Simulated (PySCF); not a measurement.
State search for C2

Unrestricted PBE0; PySCF, no relativity, basis sets C aug-pcseg-1. Outer shells of the fragments: C 2s2 2p2; C 2s2 2p2.

Followed along the bond (rough minima from three points):

| 2Ms+1 | unpaired | ⟨S²⟩ at the start | R at minimum (Å) | Te (eV) |
| --- | --- | --- | --- | --- |
| 3 | σ ↑, π ↑ | 2.00 | 1.31 | 0.00 |
| 1 | σ ↑, π ↓ | 1.01 | 1.31 | 0.26 |
| 1 | none | 0.98 | 1.23 | 0.36 |
| 3 | π ↑↑ | 2.00 | 1.37 | 0.47 |
| 1 | π ↑↓ | 1.00 | 1.38 | 0.80 |

Solutions found at the starting distance of 1.420 Å, counted from the lowest of them; the search is not exhaustive and high or unbound solutions are not listed, so other states can lie among these:

```tsv
2Ms+1	unpaired	term	E (eV)	⟨S²⟩	⟨Lz²⟩
3	σ ↑, π ↑	³Π	0.00	2.00	1.00
3	π ↑↑	³Σ⁻	0.18	2.00	0.00
1	σ ↑, π ↓	mixed	0.24	1.01	1.00
1	π ↑↓	mixed	0.50	1.00	2.01
1	none	mixed	1.13	0.98	0.00
1	none	mixed	1.48	0.00	2.00
3	σ ↑↑	³Σ⁺	2.63	2.01	0.00
5	σ ↑, π ↑↑↑	⁵Π	3.32	6.00	1.00
3	σ ↑, π ↑↑↓	mixed	4.10	3.01	3.01
1	σ ↑, π ↑↓↓	mixed	4.49	2.02	3.01
5	σ ↑↑, π ↑↑	mixed	5.02	6.01	2.01
5	σ ↑↑, π ↑↑	mixed	5.82	6.01	2.00
3	σ ↑, π ↑	mixed	5.92	2.01	3.00
5	σ ↑↑, π ↑↑	⁵Σ⁻	8.81	6.00	0.00
```

A term symbol is given only where ⟨S²⟩ and ⟨Lz²⟩ are close to those of a pure state; real π, δ and φ orbitals otherwise mix terms, and g/u labels are left off.
